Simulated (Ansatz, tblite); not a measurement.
Spin states of the cluster BN2⁻, each relaxed with PBE0-D4/def2-TZVPD in Ansatz. Electronic energies in the gas phase.

The xTB rows come from tblite. Correlated methods freeze 3 core orbitals. The structure comes from a short search, and lower isomers may exist.

Singlet geometry (C2v within 0.1 Å):

```xyz
3

B    -0.058    0.844   -0.305
N     0.659   -0.394    0.111
N    -0.601   -0.451    0.195
```

Triplet geometry (C2v within 0.1 Å):

```xyz
3

B    -0.6313   -0.6647   -0.1292
N     0.7772   -0.0617   -0.1636
N    -0.1459    0.7264    0.2928
```

Quintet geometry (C2v within 0.1 Å):

```csv
atom,x (Å),y (Å),z (Å)
B1,-0.193,-0.354,-0.854
N2,0.017,-0.404,0.686
N3,0.177,0.759,0.168
```

⟨S²⟩: triplet 2.02 at PBE0-D4/def2-TZVPD (pure 2.00), quintet 6.01 at PBE0-D4/def2-TZVPD (pure 6.00).

Only these spin states were relaxed.

(1) Estimate which spin state lies lowest at each of these levels, and by how much: GFN1-xTB; HF/STO-3G; PBE-D4/def2-TZVPD; r2SCAN-D4/def2-TZVPD; PBE0-D4/def2-TZVPD; PBE-QIDH/def2-TZVPD; RPA@PBE/def2-TZVPD; MP2/def2-TZVPPD.

## Answers

(1) 
```json
{"level": "GFN1-xTB", "triplet − singlet (kcal/mol)": "46.8", "quintet − singlet (kcal/mol)": "137.5", "lowest of these": "singlet", "remarks": "–"}
{"level": "HF/STO-3G", "triplet − singlet (kcal/mol)": "23.5", "quintet − singlet (kcal/mol)": "52.8", "lowest of these": "singlet", "remarks": "HOMO above zero (quintet), HOMO above zero (singlet), HOMO above zero (triplet)"}
{"level": "PBE-D4/def2-TZVPD", "triplet − singlet (kcal/mol)": "33.3", "quintet − singlet (kcal/mol)": "82.5", "lowest of these": "singlet", "remarks": "HOMO above zero (quintet), HOMO above zero (singlet), HOMO above zero (triplet)"}
{"level": "r2SCAN-D4/def2-TZVPD", "triplet − singlet (kcal/mol)": "29.6", "quintet − singlet (kcal/mol)": "74.3", "lowest of these": "singlet", "remarks": "HOMO above zero (quintet), HOMO above zero (singlet), HOMO above zero (triplet)"}
{"level": "PBE0-D4/def2-TZVPD", "triplet − singlet (kcal/mol)": "32.9", "quintet − singlet (kcal/mol)": "81.2", "lowest of these": "singlet", "remarks": "HOMO above zero (quintet), HOMO above zero (singlet), HOMO above zero (triplet)"}
{"level": "PBE-QIDH/def2-TZVPD", "triplet − singlet (kcal/mol)": "35.0", "quintet − singlet (kcal/mol)": "84.1", "lowest of these": "singlet", "remarks": "–"}
{"level": "RPA@PBE/def2-TZVPD", "triplet − singlet (kcal/mol)": "35.7", "quintet − singlet (kcal/mol)": "91.3", "lowest of these": "singlet", "remarks": "–"}
{"level": "MP2/def2-TZVPPD", "triplet − singlet (kcal/mol)": "40.8", "quintet − singlet (kcal/mol)": "89.5", "lowest of these": "singlet", "remarks": "–"}
```

Change of the quintet − singlet gap on mixing in exact exchange, in kcal/mol: PBE to PBE0 (25 % exact exchange) -1.3. The xTB methods have no term that favours high spin, so they put low spin too low.
